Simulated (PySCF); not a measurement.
Spin-rotation constants: `C[P+]1(P)CC1`, [C3H9P2]+, charge +1

Molfile (atoms numbered from 1):
```
C3H9P2
     RDKit          3D

 14 14  0  0  0  0  0  0  0  0999 V2000
    1.1017   -1.2726   -0.5160 C   0  0  0  0  0  0  0  0  0  0  0  0
    0.1492    0.1532    0.0425 P   0  0  0  0  0  0  0  0  0  0  0  0
    1.0566    2.0633    0.5614 P   0  0  0  0  0  0  0  0  0  0  0  0
   -1.4177   -0.1902    0.8748 C   0  0  0  0  0  0  0  0  0  0  0  0
   -1.5503    0.2736   -0.5601 C   0  0  0  0  0  0  0  0  0  0  0  0
    1.8369   -1.5490    0.2538 H   0  0  0  0  0  0  0  0  0  0  0  0
    0.4124   -2.1120   -0.6889 H   0  0  0  0  0  0  0  0  0  0  0  0
    1.6229   -1.0214   -1.4514 H   0  0  0  0  0  0  0  0  0  0  0  0
    2.0636    1.4454    1.3632 H   0  0  0  0  0  0  0  0  0  0  0  0
    1.8474    2.0842   -0.6273 H   0  0  0  0  0  0  0  0  0  0  0  0
   -1.7120    0.5018    1.6712 H   0  0  0  0  0  0  0  0  0  0  0  0
   -1.6187   -1.2435    1.0998 H   0  0  0  0  0  0  0  0  0  0  0  0
   -1.8411   -0.4627   -1.3178 H   0  0  0  0  0  0  0  0  0  0  0  0
   -1.9367    1.2818   -0.7437 H   0  0  0  0  0  0  0  0  0  0  0  0
  1  2  1  0
  2  3  1  0
  2  4  1  0
  4  5  1  0
  5  2  1  0
  1  6  1  0
  1  7  1  0
  1  8  1  0
  3  9  1  0
  3 10  1  0
  4 11  1  0
  4 12  1  0
  5 13  1  0
  5 14  1  0
M  CHG  1   2   1
M  END
```

Method used: PySCF 2.14.0, GIAO LC-wPBE/pcSseg-1 magnetisability, rotational g tensor and spin-rotation constants, non-relativistic, gas phase. Geometry: PBE0-D3(BJ)/def2-SVP.

For an ion the centre-of-mass motion in the field is neglected.

Give the nuclear spin-rotation constants along the inertial axes (H = +C I·J) beside the isotropic shieldings.

Rotational constants 4.1580, 2.4101, 1.7862 GHz. A star marks the isotopologue with that one atom substituted, in its own axes.
```csv
atom,isotope,Caa (kHz),Cbb (kHz),Ccc (kHz),mean (kHz),σ (ppm)
P2,31P,3.426,2.381,2.839,2.882,497.1
P3,31P,3.860,2.521,2.274,2.885,518.8
H6,1H,-0.454,-0.202,-0.084,-0.246,28.9
H7,1H,-0.038,-0.292,-0.236,-0.189,30.1
H8,1H,-0.464,-0.210,-0.072,-0.249,28.9
H9,1H,-0.437,-0.150,-0.089,-0.225,27.3
H10,1H,-0.439,-0.155,-0.084,-0.226,27.3
H11,1H,-0.396,-0.134,-0.161,-0.230,29.1
H12,1H,-0.168,-0.262,-0.162,-0.197,29.0
H13,1H,-0.173,-0.262,-0.160,-0.199,29.0
H14,1H,-0.396,-0.135,-0.161,-0.231,29.1
C1,13C*,0.377,0.298,0.257,0.310,179.1
C4,13C*,0.406,0.235,0.324,0.321,175.3
```
For the geometry as given, no vibrational averaging.
